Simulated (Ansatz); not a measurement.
Relaxation of BH₇NP (10 atoms, charge 0, multiplicity 1), to a largest force component of 0.03 eV/Å in at most 50 steps.

Theory: RKS PBE0/6-31G* (Ansatz 0.2.0).

```xyz
10
Properties=species:S:1:pos:R:3:forces:R:3
B 0.117 -0.283 0.239 -0.01 -0.87 2.42
N 0.074 -0.649 1.657 0.13 0.24 -2.42
H -0.778 -0.890 2.139 -0.03 0.02 -0.01
H 0.906 -0.776 2.212 0.02 0.00 -0.01
H 1.185 -0.078 -0.258 -0.01 -0.01 -0.01
H -0.920 -0.205 -0.356 0.00 0.00 0.00
P -0.410 2.751 0.716 -0.07 0.28 0.07
H -1.824 2.704 0.861 0.01 0.00 0.00
H -0.242 3.680 1.785 0.00 -0.02 -0.06
H -0.198 1.604 1.530 -0.04 0.35 0.02
```

Where does it end, and by what steps?

The forces met the threshold. The force dipped under the threshold on the way, but the program's further checks kept it going. After 23 steps the energy has fallen by 0.287 eV; H5 moved furthest, 0.82 Å.

```tsv
step	energy less start (eV)	largest force component (eV/Å)	accepted
0	0.0000	2.421	yes
1	-0.2023	1.131	yes
2	-0.2595	0.415	yes
3	-0.2732	0.311	yes
4	-0.2734	0.482	yes
5	-0.2791	0.058	yes
6	-0.2795	0.043	yes
7	-0.2803	0.039	yes
8	-0.2764	0.324	no
9	-0.2812	0.008	yes
10	-0.2818	0.136	yes
11	-0.2823	0.093	yes
12	-0.2832	0.005	yes
13	-0.2840	0.049	yes
14	-0.2835	0.184	no
15	-0.2799	0.426	no
16	-0.2845	0.015	yes
17	-0.2853	0.079	yes
18	-0.2852	0.156	no
19	-0.2859	0.046	yes
20	-0.2865	0.059	yes
21	-0.2854	0.176	no
22	-0.2683	0.554	no
23	-0.2869	0.005	yes
```

```xyz
10
Properties=species:S:1:pos:R:3
B 0.180 -0.809 0.193
N 0.169 -0.813 1.583
H -0.677 -0.757 2.131
H 1.005 -0.894 2.143
H 1.230 -0.892 -0.380
H -0.863 -0.718 -0.393
P -0.475 3.507 0.945
H -1.841 3.178 0.724
H -0.700 3.883 2.299
H -0.121 2.172 1.282
```

Whether the end is a true minimum wasn't checked by a vibrational analysis.

The run took 29 s on 1 thread of Intel(R) Xeon(R) 6975P-C (Granite Rapids) (shared host), peak memory 0.14 GiB.
